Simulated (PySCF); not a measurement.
C2H2, SMILES C#C. Heavy atoms are numbered as in [CH:1]#[CH:2]. Hydrogens are named by the atom that carries them.

Geometry optimised at PBE0-D3(BJ)/def2-TZVPD.

Level of theory: HF/pcSseg-2 (PySCF).

GIAO shieldings, no solvent; atoms alike by connectivity are averaged. δ = σ(ref) − σ: ¹³C against TMS (σ = 193.3 ppm); ¹H against TMS (σ = 31.98 ppm), references at their B3LYP-D3(BJ)/def2-TZVP geometries, non-relativistic.

Computed chemical shifts:
```tsv
nucleus	atoms	count	δ (ppm)
¹³C	C1 (CH)	2	77.5
¹H	H on C1	2	1.77
```
